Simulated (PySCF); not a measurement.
# A thermochemical cycle for PO

r²SCAN in PySCF with def2-TZVPPD on every atom, for the lowest determinant that a PBE0 search found; no spin–orbit coupling. PO, a doublet (π ↑), has De = 6.17 eV to neutral atoms, and PO⁺, a singlet (closed shell), has De = 8.21 eV to P⁺ + O.

The adiabatic ionisation energy of PO, between the minima, is 8.59 eV.

Question: Which ionisation energy of the P atom does this level give?

Answer: IE(P) = IE(molecule) + De(ion) − De(neutral) = 8.59 + 8.21 − 6.17 = 10.63 eV; the measured value is 10.487 eV (NIST ASD).

For an ion De counts to the pair picked by the measured ionisation energies or electron affinities, which need not be the lowest pair at this level. States were picked by a PBE0 search and need not be the measured ground states.
